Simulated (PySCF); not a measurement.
PF3.
Geometry (PBE0-D3(BJ)/def2-SVP, Å), atoms numbered from 1 in this order:
```
atom  x, y, z in Å
F1    -0.8266   -1.0649   -0.3780
P2     0.0177   -0.1071    0.5791
F3     1.3789   -0.1382   -0.2532
F4    -0.5321    1.2822    0.0171
```

Level of theory: PySCF 2.14.0, density-fitted response routines, TDDFT CAM-B3LYP/def2-SVPD, vertical, gas phase, core orbitals frozen in the response.

Transition dipole moments from the ground state, in atomic units and in the frame of the coordinates above (overall signs are arbitrary), for the states with f of 0.002 or more among the lowest 10:

| state | E (eV) | μx | μy | μz |
| --- | --- | --- | --- | --- |
| S1 | 8.092 | -0.953 | 0.093 | 0.029 |
| S2 | 8.098 | -0.096 | -0.940 | -0.158 |
| S3 | 10.013 | 0.005 | -0.059 | 0.349 |
| S4 | 10.158 | -0.013 | 0.163 | -0.964 |
| S5 | 10.669 | -0.059 | -0.374 | -0.062 |
| S6 | 10.676 | -0.380 | 0.057 | 0.017 |
| S10 | 11.092 | -0.008 | 0.089 | -0.526 |

Problem. Work out the oscillator strengths.

Solution. f = (2/3) ΔE |μ|² with ΔE in hartree (27.2114 eV).

```
state  |μ|² (au)  |μ| (D)      f
   S1      0.917     2.43  0.182
   S2      0.917     2.43  0.182
   S3      0.126     0.90  0.031
   S4      0.956     2.48  0.238
   S5      0.148     0.98  0.039
   S6      0.148     0.98  0.039
  S10      0.284     1.36  0.077
```

Problem. What is the point group, and which symmetry does each of these states have?

Solution. C3v. The ground state is totally symmetric, so the direction of μ fixes the label. Polarised along the main axis, so A1: S3, S4 and S10. Polarised across the main axis, so E: S1, S2, S5 and S6.

Problem. What angle do the transition dipoles of S3 and S4 make?

Solution. |cos θ| = |μa·μb| / (|μa| |μb|) = 1.00, so θ ≈ 0° (taken between 0 and 90°, since the signs are arbitrary).

Problem. What peak molar absorption coefficient would the strongest computed level give as a lone Gaussian band 0.4 eV wide at half height?

Solution. ε(max) = 2.175×10⁸ f / FWHM, with the width in cm⁻¹. S1/S2 (f summed): 2.175×10⁸ × 0.3637 / 3226 ≈ 25000 L mol⁻¹ cm⁻¹.

S1/S2 and S5/S6 coincide within about 0.01 eV; within a degenerate level the directions of the single components are arbitrary.

All these states lie below the vertical ionisation energy of 12.53 eV (ΔSCF).

Without π bonds the low states may be Rydberg-like; a valence basis with one diffuse set may place them up to an eV too high.
